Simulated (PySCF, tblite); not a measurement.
Isomers of C4H5ClO, one GFN2-xTB conformer each. Single-point energies are computed at PBE0/pcSseg-1 (PySCF, gas phase, no added dispersion term), electronic only.

```csv
SMILES,GFN2-xTB relative energy (kcal/mol)
O=C(Cl)C1CC1,0.0
CCC(Cl)=C=O,12.0
```

Conformers: `[O:1]=[C:2]([Cl:3])[CH:4]1[CH2:5][CH2:6]1` with O1–C2–C4–C5 145°; `[CH3:1][CH2:2][C:3]([Cl:4])=[C:5]=[O:6]` with C1–C2–C3–Cl4 69°.

Question: What does PBE0/pcSseg-1 give for the same structures?

Answer: 
| SMILES | PBE0/pcSseg-1 E (Eh) | PBE0/pcSseg-1 (kcal/mol) | GFN2-xTB (kcal/mol) | point group |
| --- | --- | --- | --- | --- |
| O=C(Cl)C1CC1 | -690.37744 | 0.0 | 0.0 | Cs |
| CCC(Cl)=C=O | -690.35233 | 15.8 | 12.0 | C1 |

Both levels put the same isomer lowest. As drawn, the lower has a three-membered ring, which the higher lacks; the higher has cumulated double bonds and a C=C bond outside aromatic rings, which the lower lacks.

Question: Which frontier levels, dipoles and rotational constants go with these structures?

Answer: 
```
      SMILES  HOMO (eV, PBE0/pcSseg-1)  LUMO (eV)  dipole (D)     A, B, C (MHz)
O=C(Cl)C1CC1                     -8.38      -0.95        3.54  4468, 2518, 1840
 CCC(Cl)=C=O                     -6.71      -1.95        2.02  3227, 2363, 1483
```

Question: What happens when harmonic zero-point energies from GFN2-xTB frequencies are added?

Answer: 
```tsv
SMILES	ZPE (kcal/mol)	electronic (kcal/mol)	with ZPE (kcal/mol)
O=C(Cl)C1CC1	50.6	0.0	0.0
CCC(Cl)=C=O	49.9	15.8	15.0
```

The zero-point energies span 0.7 kcal/mol. The order is unchanged.
